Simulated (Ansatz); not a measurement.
NaAlH2 (SMILES [Na][AlH2]), closed shell: a trajectory.

The input file, in.yaml:

```yaml
crystal:
  periodic: [false, false, false]
  atoms:
    - {symbol: Na, position_ang: [-2.366660, -0.127140, -1.004580]}
    - {symbol: Al, position_ang: [0.153320, 0.005580, 0.065390]}
    - {symbol: H, position_ang: [1.117820, -1.144100, 0.608740]}
    - {symbol: H, position_ang: [1.095520, 1.265660, 0.330460]}
basis:
  gaussian: {orbitals: def2-SVP}
hamiltonian: {xc: pbe0, dispersion: d4}
md: {n_steps: 40, timestep: 0.5, temperature: 1000, ensemble: nve, seed: 715, initial_velocities: maxwell_boltzmann}
```

Launched with

```bash
ansatz run in.yaml --threads 2 --pin off --events-out ev --progress --plain --max-ram 3481MiB
```

What Ansatz 0.2.0 printed:

```
Functional definition: PBE0
  name "PBE0"
  cite "Adamo & Barone, J. Chem. Phys. 110, 6158 (1999) doi:10.1063/1.478522"
  cite "Perdew, Burke & Ernzerhof, Phys. Rev. Lett. 77, 3865 (1996) doi:10.1103/PhysRevLett.77.3865"
  parent pbe
  parameter a = 0.25
  parameter kappa = 0.804
  parameter beta = 0.06672455060314922
  exchange = (1 - a)*pbe_x(kappa = kappa, mu = beta*pi^2/3) + a*exact_x
  correlation = pbe_c(beta = beta)
426 factors; integrals over basis functions are off by at most 2.7e-4 eV
mean field evaluation 1: about -11033.8058 eV, gradient 1.2e1 eV
mean field evaluation 2: about -11034.4089 eV, gradient 7.5e0 eV
mean field evaluation 4: about -11034.8337 eV, gradient 2.4e-1 eV
mean field evaluation 8: about -11034.8345 eV, gradient 2.4e-3 eV
mean field -11034.83450305 eV, -405.5226883074 hartree, gradient 3.1e-5 eV, S^2 0.000000; 0 other end points of the search recorded, 0 dependent functions left out
the calculation of the forces begins
reference -11034.83453414 eV, -405.5226894502 hartree; 13, 13 occupied and 30, 30 virtual orbitals, 426 factors
md step     0: t =     0.00 fs  T =  1000.0 K  F+E_penalty+E_count = -11034.87208783 eV  E_kin = 0.258520 eV  conserved = -11034.61356783 eV  (19 SCF iters)
md step     1: t =     0.50 fs  T =   917.4 K  F+E_penalty+E_count = -11034.85063905 eV  E_kin = 0.237158 eV  conserved = -11034.61348114 eV  (20 SCF iters, 5 dispersion substeps)
md step     2: t =     1.00 fs  T =   793.4 K  F+E_penalty+E_count = -11034.81836912 eV  E_kin = 0.205112 eV  conserved = -11034.61325686 eV  (20 SCF iters, 5 dispersion substeps)
md step     3: t =     1.50 fs  T =   643.4 K  F+E_penalty+E_count = -11034.77922896 eV  E_kin = 0.166321 eV  conserved = -11034.61290749 eV  (20 SCF iters, 5 dispersion substeps)
md step     4: t =     2.00 fs  T =   489.5 K  F+E_penalty+E_count = -11034.73902493 eV  E_kin = 0.126541 eV  conserved = -11034.61248384 eV  (21 SCF iters, 5 dispersion substeps)
md step     5: t =     2.50 fs  T =   357.8 K  F+E_penalty+E_count = -11034.70458583 eV  E_kin = 0.092511 eV  conserved = -11034.61207465 eV  (21 SCF iters, 5 dispersion substeps)
md step     6: t =     3.00 fs  T =   273.2 K  F+E_penalty+E_count = -11034.68239854 eV  E_kin = 0.070616 eV  conserved = -11034.61178263 eV  (21 SCF iters, 5 dispersion substeps)
md step     7: t =     3.50 fs  T =   252.8 K  F+E_penalty+E_count = -11034.67704289 eV  E_kin = 0.065352 eV  conserved = -11034.61169125 eV  (19 SCF iters, 5 dispersion substeps)
md step     8: t =     4.00 fs  T =   302.1 K  F+E_penalty+E_count = -11034.68993943 eV  E_kin = 0.078109 eV  conserved = -11034.61183065 eV  (19 SCF iters, 5 dispersion substeps)
md step     9: t =     4.50 fs  T =   412.9 K  F+E_penalty+E_count = -11034.71890416 eV  E_kin = 0.106741 eV  conserved = -11034.61216350 eV  (21 SCF iters, 5 dispersion substeps)
md step    10: t =     5.00 fs  T =   565.2 K  F+E_penalty+E_count = -11034.75870767 eV  E_kin = 0.146107 eV  conserved = -11034.61260072 eV  (21 SCF iters, 5 dispersion substeps)
md step    11: t =     5.50 fs  T =   732.6 K  F+E_penalty+E_count = -11034.80241618 eV  E_kin = 0.189380 eV  conserved = -11034.61303628 eV  (21 SCF iters, 5 dispersion substeps)
md step    12: t =     6.00 fs  T =   888.2 K  F+E_penalty+E_count = -11034.84300361 eV  E_kin = 0.229621 eV  conserved = -11034.61338309 eV  (21 SCF iters, 5 dispersion substeps)
md step    13: t =     6.50 fs  T =  1010.0 K  F+E_penalty+E_count = -11034.87470665 eV  E_kin = 0.261115 eV  conserved = -11034.61359206 eV  (21 SCF iters, 5 dispersion substeps)
md step    14: t =     7.00 fs  T =  1083.7 K  F+E_penalty+E_count = -11034.89381578 eV  E_kin = 0.280160 eV  conserved = -11034.61365558 eV  (20 SCF iters, 5 dispersion substeps)
md step    15: t =     7.50 fs  T =  1103.4 K  F+E_penalty+E_count = -11034.89885610 eV  E_kin = 0.285261 eV  conserved = -11034.61359487 eV  (20 SCF iters, 5 dispersion substeps)
md step    16: t =     8.00 fs  T =  1071.0 K  F+E_penalty+E_count = -11034.89031153 eV  E_kin = 0.276865 eV  conserved = -11034.61344633 eV  (20 SCF iters, 5 dispersion substeps)
md step    17: t =     8.50 fs  T =   993.6 K  F+E_penalty+E_count = -11034.87010557 eV  E_kin = 0.256858 eV  conserved = -11034.61324759 eV  (20 SCF iters, 5 dispersion substeps)
md step    18: t =     9.00 fs  T =   882.0 K  F+E_penalty+E_count = -11034.84103751 eV  E_kin = 0.228007 eV  conserved = -11034.61303035 eV  (21 SCF iters, 5 dispersion substeps)
md step    19: t =     9.50 fs  T =   748.4 K  F+E_penalty+E_count = -11034.80629059 eV  E_kin = 0.193473 eV  conserved = -11034.61281807 eV  (22 SCF iters, 5 dispersion substeps)
md step    20: t =    10.00 fs  T =   605.1 K  F+E_penalty+E_count = -11034.76905489 eV  E_kin = 0.156429 eV  conserved = -11034.61262594 eV  (22 SCF iters, 5 dispersion substeps)
md step    21: t =    10.50 fs  T =   463.4 K  F+E_penalty+E_count = -11034.73226659 eV  E_kin = 0.119804 eV  conserved = -11034.61246223 eV  (22 SCF iters, 5 dispersion substeps)
md step    22: t =    11.00 fs  T =   333.1 K  F+E_penalty+E_count = -11034.69844750 eV  E_kin = 0.086117 eV  conserved = -11034.61233069 eV  (22 SCF iters, 5 dispersion substeps)
md step    23: t =    11.50 fs  T =   222.0 K  F+E_penalty+E_count = -11034.66962412 eV  E_kin = 0.057393 eV  conserved = -11034.61223135 eV  (18 SCF iters, 5 dispersion substeps)
md step    24: t =    12.00 fs  T =   136.0 K  F+E_penalty+E_count = -11034.64731330 eV  E_kin = 0.035151 eV  conserved = -11034.61216260 eV  (18 SCF iters, 5 dispersion substeps)
md step    25: t =    12.50 fs  T =    79.0 K  F+E_penalty+E_count = -11034.63255090 eV  E_kin = 0.020429 eV  conserved = -11034.61212232 eV  (15 SCF iters, 5 dispersion substeps)
md step    26: t =    13.00 fs  T =    53.5 K  F+E_penalty+E_count = -11034.62593660 eV  E_kin = 0.013828 eV  conserved = -11034.61210879 eV  (16 SCF iters, 5 dispersion substeps)
md step    27: t =    13.50 fs  T =    60.1 K  F+E_penalty+E_count = -11034.62767054 eV  E_kin = 0.015549 eV  conserved = -11034.61212113 eV  (16 SCF iters, 5 dispersion substeps)
md step    28: t =    14.00 fs  T =    98.3 K  F+E_penalty+E_count = -11034.63757028 eV  E_kin = 0.025411 eV  conserved = -11034.61215959 eV  (16 SCF iters, 5 dispersion substeps)
md step    29: t =    14.50 fs  T =   165.7 K  F+E_penalty+E_count = -11034.65506511 eV  E_kin = 0.042840 eV  conserved = -11034.61222517 eV  (19 SCF iters, 5 dispersion substeps)
md step    30: t =    15.00 fs  T =   258.6 K  F+E_penalty+E_count = -11034.67916984 eV  E_kin = 0.066850 eV  conserved = -11034.61231943 eV  (19 SCF iters, 5 dispersion substeps)
md step    31: t =    15.50 fs  T =   371.4 K  F+E_penalty+E_count = -11034.70844839 eV  E_kin = 0.096005 eV  conserved = -11034.61244364 eV  (22 SCF iters, 5 dispersion substeps)
md step    32: t =    16.00 fs  T =   496.6 K  F+E_penalty+E_count = -11034.74099021 eV  E_kin = 0.128393 eV  conserved = -11034.61259753 eV  (22 SCF iters, 5 dispersion substeps)
md step    33: t =    16.50 fs  T =   625.3 K  F+E_penalty+E_count = -11034.77442611 eV  E_kin = 0.161648 eV  conserved = -11034.61277816 eV  (22 SCF iters, 7 dispersion substeps)
md step    34: t =    17.00 fs  T =   746.6 K  F+E_penalty+E_count = -11034.80600030 eV  E_kin = 0.193022 eV  conserved = -11034.61297789 eV  (21 SCF iters, 7 dispersion substeps)
md step    35: t =    17.50 fs  T =   849.2 K  F+E_penalty+E_count = -11034.83271583 eV  E_kin = 0.219532 eV  conserved = -11034.61318386 eV  (21 SCF iters, 7 dispersion substeps)
md step    36: t =    18.00 fs  T =   921.4 K  F+E_penalty+E_count = -11034.85156352 eV  E_kin = 0.238188 eV  conserved = -11034.61337584 eV  (21 SCF iters, 7 dispersion substeps)
md step    37: t =    18.50 fs  T =   952.8 K  F+E_penalty+E_count = -11034.85985510 eV  E_kin = 0.246330 eV  conserved = -11034.61352540 eV  (21 SCF iters, 7 dispersion substeps)
md step    38: t =    19.00 fs  T =   936.4 K  F+E_penalty+E_count = -11034.85566726 eV  E_kin = 0.242070 eV  conserved = -11034.61359775 eV  (20 SCF iters, 7 dispersion substeps)
md step    39: t =    19.50 fs  T =   869.6 K  F+E_penalty+E_count = -11034.83836665 eV  E_kin = 0.224810 eV  conserved = -11034.61355704 eV  (20 SCF iters, 7 dispersion substeps)
md step    40: t =    20.00 fs  T =   757.2 K  F+E_penalty+E_count = -11034.80912739 eV  E_kin = 0.195749 eV  conserved = -11034.61337818 eV  (21 SCF iters, 7 dispersion substeps)
Total energy: -11034.80915920 eV, -405.5217569385 hartree
Atom 0 at    -2.356830    -0.130924    -0.999221 Å, force    -0.581876    -0.014149    -0.258407 eV/Å
Atom 1 at     0.160945     0.012096     0.065832 Å, force    -0.753828     0.104931    -0.332714 eV/Å
Atom 2 at     0.837249    -1.299655     0.525644 Å, force     0.685801    -0.705091     0.378203 eV/Å
Atom 3 at     0.947799     1.333095     0.279492 Å, force     0.649902     0.614309     0.212918 eV/Å
Dipole moment:    -1.106192    -0.078149    -0.469362 e Å

[the SCF lines of later steps are left out]
```

The run took about 96 s on 2 CPU threads of an AMD EPYC (shared host).
